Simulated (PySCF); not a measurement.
## Excitation energies in several basis sets

Allyl fluoride, C3H5F.
SMILES: `C=CCF`

TDDFT with PBE0 (PySCF), vertical singlets, core orbitals frozen in the response, spherical d and f functions. The structure is a single PBE0-D3(BJ)/def2-SVP conformer in the gas phase; no vibrational or solvent corrections.

```
      basis  functions  diffuse  S1 (eV)  S2 (eV)  S3 (eV)  S4 (eV)  S5 (eV)  LUMO (eV)  α (au)
     6-31G*         66       no     7.95     8.32     8.70     9.28     9.28       0.69    31.6
   def2-SVP         81       no     7.82     8.12     8.21     9.10     9.18       0.38    32.8
    6-31+G*         82      yes     6.85     7.35     7.38     7.71     8.17       0.11    36.9
aug-cc-pVDZ        137      yes     6.51     7.10     7.23     7.29     7.60      -0.02    40.7
  def2-TZVP        154       no     7.52     7.72     8.10     8.43     8.73       0.15    37.7
 def2-TZVPD        196      yes     6.83     7.41     7.44     7.75     8.07       0.07    40.7
aug-cc-pVTZ        299      yes     6.52     7.08     7.20     7.27     7.55      -0.06    40.9
```

Task: How much do these states and the polarisability depend on the basis?

Result: States are compared by their number. Against the largest diffuse basis here (aug-cc-pVTZ, itself not a converged limit), sets without diffuse functions differ by up to 1.43 eV in S1 and 1.73 eV in S5; the smaller diffuse sets differ by up to 0.33 and 0.61 eV. State by state, the largest deviation of a set without diffuse functions is S1 1.43, S2 1.24, S3 1.50, S4 2.01, S5 1.73 eV. The same number needn't mean the same state in each row. Against aug-cc-pVTZ the polarisability deviates by -23% in 6-31G*, -20% in def2-SVP, -10% in 6-31+G*, -1% in aug-cc-pVDZ, -8% in def2-TZVP, -1% in def2-TZVPD. A single + in a Pople set puts diffuse functions on heavy atoms only.
